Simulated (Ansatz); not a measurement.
**NH₂S (doublet): the correlation ladder at a displaced geometry (v1), cc-pVDZ**

An exercise on one series of results from a longer session: the logs are not shown, and one member is left open.

The runs use Ansatz 0.2.0, Gaussian basis; cc-pVDZ, core rule «outside noble gas», up to 6 orbitals frozen.

To be run: UHF; CCSD(T) on ROHF; CCSD(T) on UHF; BCCD(T) on ROHF; CISD; CCSDT(Q) on ROHF; CCSDT(Q) on UHF; CASSCF and MRCISD+Q, 13 electrons in 10 orbitals; CASSCF and NEVPT2, 13 electrons in 10 orbitals.

17 further runs of the same task are left out: 6 that didn't finish, 11 set aside as unsound or not needed.

### The system

The geometry is a PBE0/def2-TZVP stationary point (not a proven minimum) with its atoms shifted at random (size 0.040 Å).

4 atoms, charge 0, spin multiplicity 2.

Atoms are counted from 1 here; the program's logs count them from 0.

Bond lengths: N1–S2 1.633 Å, N1–H3 1.043 Å, S2–H4 1.357 Å. Angles: S2–N1–H3 101.8°, N1–S2–H4 98.6°.

As a file:

```xyz
4

N     0.0007   -0.1775    1.1088
S    -0.0001    0.0903   -0.5021
H     0.0479    0.7938    1.4865
H    -0.0549   -1.1989   -0.9216
```

The first run:

in.yaml reads:

```yaml
crystal:
  periodic: [false, false, false]
  atoms:
    - {symbol: N, position_ang: [0.000734, -0.177546, 1.108768]}
    - {symbol: S, position_ang: [-0.000099, 0.090288, -0.502094]}
    - {symbol: H, position_ang: [0.047865, 0.793835, 1.486527]}
    - {symbol: H, position_ang: [-0.054912, -1.198871, -0.921561]}
basis:
  gaussian: {orbitals: cc-pVDZ}
magnetization: {spin_polarized: true, initial_magnetization: 1}
hamiltonian: {xc: hf}
output: {orbitals: {seedname: orbitals}}
```

Run with:

```bash
$ ansatz run in.yaml --threads 1 --pin off --events-out ev --progress --plain --max-ram 2393MiB
```

Steps of the session up to this table: UHF; CCSD(T) on ROHF; CCSD(T) on UHF; BCCD(T) on ROHF; CISD; CCSDT(Q) on ROHF; CCSDT(Q) on UHF; CASSCF and MRCISD+Q, 13 electrons in 10 orbitals; CASSCF and NEVPT2, 13 electrons in 10 orbitals.

One table of the session follows, with a row left open; its other results are not shown here.

```
          method  from UCCSDT(Q) (kcal/mol)
            ROHF                    +205.32
             UHF                    +201.36
            RMP2                     +26.45
            UMP2                     +26.95
            CISD                     +24.28
           RCCSD                      +6.78
           UCCSD                      +6.66
        RCCSD(T)                      +1.06
        UCCSD(T)                      +1.07
         BCCD(T)                      +0.96
          RCCSDT                      +0.51
          UCCSDT                      +0.50
       RCCSDT(Q)                      +0.03
       UCCSDT(Q)                          0
  CASSCF valence                    +153.69
  NEVPT2 valence                     +29.68
  MRCISD valence                          ?
MRCISD+Q valence                      +1.22
```

**Question.** Estimate the row for MRCISD valence.

**Answer.** from UCCSDT(Q) (kcal/mol): +12.75. In the column «from UCCSDT(Q) (kcal/mol)» it lies between RCCSD (+6.78) and CISD (+24.28).

To keep in mind: Restricted and unrestricted rows rest on different reference determinants; where their highest levels disagree by more than a few hundredths of an eV, they describe different states and don't form one ladder.
